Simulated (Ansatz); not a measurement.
Mulliken charges of `SS` from ωB97M-V/def2-TZVPP in Ansatz (PBE0-D4/def2-TZVP geometry).

```json
{"atom": "S1", "x (Å)": "0.797", "y (Å)": "-0.806", "z (Å)": "0.162", "charge (e)": "-0.123"}
{"atom": "S2", "x (Å)": "0.077", "y (Å)": "1.106", "z (Å)": "0.061", "charge (e)": "-0.123"}
{"atom": "H3", "x (Å)": "-0.214", "y (Å)": "-1.366", "z (Å)": "0.854", "charge (e)": "0.123"}
{"atom": "H4", "x (Å)": "-0.604", "y (Å)": "1.005", "z (Å)": "-1.097", "charge (e)": "0.123"}
```

Q: By hand: the dipole of these point charges (1 e Å = 4.8032 D).

A: Σ q r = (-0.208, -0.081, -0.057) e Å, of length 0.230 e Å = 1.10 D.

Q: How does the dipole of the full density compare? (An estimate is asked.)

A: Computed: (-0.222, -0.087, -0.061) e Å, 1.18 D; the point charges give 0.93 times that, at 0° from its direction.

Point charges leave out the atoms' own dipoles, such as those of lone pairs, and Mulliken's split depends on the basis, so the close match here is no proof of good charges.
